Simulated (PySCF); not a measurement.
Simulated absorption spectrum

Species: C3H8OS.
SMILES with atom numbers: `[CH3:1][CH2:2][S@@:3]([CH3:4])=[O:5]` (hydrogens: H6, H7, H8 on C1; H9, H10 on C2; H11, H12, H13 on C4)

Structure used (PBE0-D3(BJ)/def2-SVP), in Å, numbered top down from 1:
```
atom  x, y, z in Å
C1    -1.942    0.085    0.457
C2    -0.463   -0.204    0.603
S3     0.462    0.823   -0.596
C4     2.073    0.023   -0.376
O5    -0.027    0.403   -1.954
H6    -2.174    1.135    0.696
H7    -2.254   -0.108   -0.580
H8    -2.533   -0.555    1.128
H9    -0.075    0.022    1.610
H10   -0.231   -1.251    0.351
H11    2.461    0.194    0.638
H12    1.961   -1.049   -0.593
H13    2.741    0.481   -1.117
```

Computed, not measured: TDDFT wB97X-D/def2-SVPD, vertical, gas phase, core orbitals frozen in the response (PySCF).

Computed states:

```csv
state,E (eV),f
S1,6.01,0.011
S2,6.16,0.059
S3,6.63,0.016
S4,7.03,0.0035
S5,7.13,0.103
S6,7.43,0.013
S7,7.60,0.012
S8,7.71,0.032
S9,7.82,0.048
S10,7.84,0.0051
```

Each state is given a Gaussian of 0.5 eV full width at half maximum, with ε(max) = 2.175×10⁸ f / Δν̃ (Δν̃ the width in cm⁻¹). The width is an assumption, not a result. The curve ends short of the highest state used, and states not computed would add to its high-energy end.

(1) What does the envelope look like, and where are its maxima?

(2) On this curve, what absorbance would a 10⁻⁵ mol/L sample give at 222 nm over a 1 cm path?

(3) Coming from long wavelengths, where does ε first pass 100 L mol⁻¹ cm⁻¹?

## Answers

(1) 
| λ (nm) | ε (L mol⁻¹ cm⁻¹) |
| --- | --- |
| 171.3 | 5858 |
| 172.5 | 6118 |
| 173.6 | 6172 |
| 174.8 | 6001 |
| 176.0 | 5606 |
| 177.1 | 5092 |
| 178.3 | 4436 |
| 179.5 | 3757 |
| 180.6 | 3173 |
| 181.8 | 2620 |
| 183.0 | 2180 |
| 184.1 | 1879 |
| 185.3 | 1655 |
| 186.5 | 1528 |
| 187.7 | 1485 |
| 188.8 | 1510 |
| 190.0 | 1604 |
| 191.2 | 1762 |
| 192.3 | 1958 |
| 193.5 | 2219 |
| 194.7 | 2514 |
| 195.8 | 2797 |
| 197.0 | 3097 |
| 198.2 | 3362 |
| 199.3 | 3554 |
| 200.5 | 3688 |
| 201.7 | 3732 |
| 202.8 | 3690 |
| 204.0 | 3558 |
| 205.2 | 3346 |
| 206.3 | 3097 |
| 207.5 | 2784 |
| 208.7 | 2446 |
| 209.8 | 2131 |
| 211.0 | 1797 |
| 212.2 | 1485 |
| 213.3 | 1225 |
| 214.5 | 976 |
| 215.7 | 763 |
| 216.8 | 600 |
| 218.0 | 454 |
| 219.2 | 339 |
| 220.4 | 248 |
| 221.5 | 184 |
| 222.7 | 132 |
| 223.9 | 93 |
| 225.0 | 66 |
| 226.2 | 45 |
| 227.4 | 31 |
| 228.5 | 21 |
| 229.7 | 14 |
| 230.9 | 9 |
| 232.0 | 6 |
| 233.2 | 4 |
| 234.4 | 3 |
| 235.5 | 2 |

Maxima: 202 nm (6.15 eV), ε about 3700, made up of S1 (13%) and S2 (85%); 173 nm (7.15 eV), ε about 6200, made up of S5 (89%) (ε in L mol⁻¹ cm⁻¹; maxima over ε = 5, shares over 10%).

(2) 222 nm is 5.585 eV, where ε is about 160 L mol⁻¹ cm⁻¹, so A = ε c l ≈ 0.0016 (Beer–Lambert, with the gas-phase spectrum and the assumed width).

(3) At about 224 nm (5.54 eV), 0.47 eV below S1.

All these states lie below the vertical ionisation energy of 8.81 eV (ΔSCF).

On one thread, Arm Neoverse V2, no GPU, on a shared host, this took 64 s of wall time (with the writing of density and orbital grids).

One conformer stands for the species.
